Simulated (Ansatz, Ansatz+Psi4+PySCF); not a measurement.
```csv
atom,x (Å),y (Å),z (Å)
C,0.0000,0.0000,-0.9234
C,0.0000,0.7002,0.5378
C,0.0000,-0.7002,0.5378
H,0.9922,0.0000,-1.5809
H,-0.9922,0.0000,-1.5809
H,0.0000,1.7169,1.1247
H,0.0000,-1.7169,1.1247
```

Basis set: cc-pVTZ (spherical functions). Left uncorrelated: 3 orbitals. Charge 0, multiplicity 1.

Computed with Ansatz (development build ahead of 0.2.0); each method stands on the lowest determinant of its kind that the runs found. Restricted open shells among the atoms or ions are ROHF, correlated in semicanonical orbitals with singles.

(1) Give the atomization energy at this shape (free ground-state atoms in the same class of orbitals less the molecule, no zero-point energy) of singlet C₃H₄ by RHF-MP2, RHF.

## Answers

(1)

```csv
method,atomization energy
RHF-MP2,28.16 eV
RHF,20.32 eV
```

Caution: no unrestricted run beside it, a lower state can exist; the shape is not the minimum.
